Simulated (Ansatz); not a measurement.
Co3Sn2S2: experiment and calculation

**Experimental background.**

From “Unconventional critical behaviors at the magnetic phase transition of Co3Sn2S2 kagome ferromagnet”, 2020, arxiv:2005.13920, for a powder of Co3Sn2S2: lattice constant a 5.3689 ± 0.0001 Å.

From “Weak antilocalization and ferromagnetism in magnetic Weyl semimetal Co3Sn2S2”, 2022, arxiv:2209.05010, for a powder of Co3Sn2S2: lattice constant c 13.155 ± 0.003 Å.

The runs below are set against these values where they give the same quantity.

The calculation used DFT PBEsol, scalar-relativistic, plane waves, PAW (Ansatz).

Cutoff 420 eV; k points 12×12×12 on the computed 7-atom cell (Γ-centred); Gaussian smearing, width 0.10 eV; collinear spin from starting moments 0.35 0.35 0.35 0 0 0 0 μB.

Relaxed structure, symmetry kept:

```cif
data_structure
_symmetry_space_group_name_H-M 'P 1'
_symmetry_Int_Tables_number 1
_cell_length_a 5.2954
_cell_length_b 5.2954
_cell_length_c 5.2954
_cell_angle_alpha 59.972
_cell_angle_beta 59.972
_cell_angle_gamma 59.972
_cell_volume 104.93
loop_
_atom_site_label
_atom_site_type_symbol
_atom_site_fract_x
_atom_site_fract_y
_atom_site_fract_z
_atom_site_occupancy
Co1 Co 0.00000 0.00000 0.50000 1
Co2 Co 0.50000 0.00000 0.00000 1
Co3 Co 0.00000 0.50000 0.00000 1
Sn1 Sn 0.50000 0.50000 0.50000 1
Sn2 Sn 0.00000 0.00000 0.00000 1
S1 S 0.28171 0.28171 0.28171 1
S2 S 0.71829 0.71829 0.71829 1
```

| Item | Value |
| --- | --- |
| Space group | R-3m (No. 166) |
| Volume per atom | 14.99 Å³ |
| Formation energy from the elements' standard states (uncorrected) | -0.440 eV/atom |
| Kohn–Sham band gap | none (metal) |
| Density of states at the Fermi level | 1.71 states/eV per cell |
| Löwdin character within 0.5 eV of the Fermi level | Co 3d 70 %, S 3p 14 % |
| Bader charges (e) | Co (3 in the cell) 0.01, Sn (1 in the cell) 0.67, Sn (1 in the cell) 0.68, S (2 in the cell) -0.69 |
| Total moment | 0.94 μB per cell |
| Site moments (μB; atoms counted from 1 over the whole cell) | Co (atom 1) 0.32, Co (atom 2) 0.32, Co (atom 3) 0.32 |

Moments started parallel, and an antiferromagnetic order may lie lower.

Only this magnetic start was tried.

A measured lattice constant a of Co3Sn2S2 is 5.3689 Å (powder; the paper above); the calculated 5.293 Å misses it by -1.4 %. 4 values of this kind are on record (5.359 to 5.376 Å); this one was drawn at random among those near their median, those with a stated uncertainty first. Against the measured lattice constant c of Co3Sn2S2, 13.155 Å (powder; the paper above), the calculated 12.974 Å is off by -1.4 %. 4 values of this kind are on record (13.115 to 13.183 Å); this one was drawn at random among those near their median, those with a stated uncertainty first. The calculation is for 0 K without zero-point motion. The calculated magnetic order may not be the real one, and cell, gap and energy hang on it, so these differences aren't the functional's alone.

Cost: 1 run of about 11 core-minutes, on Arm Neoverse V2 (shared hosts).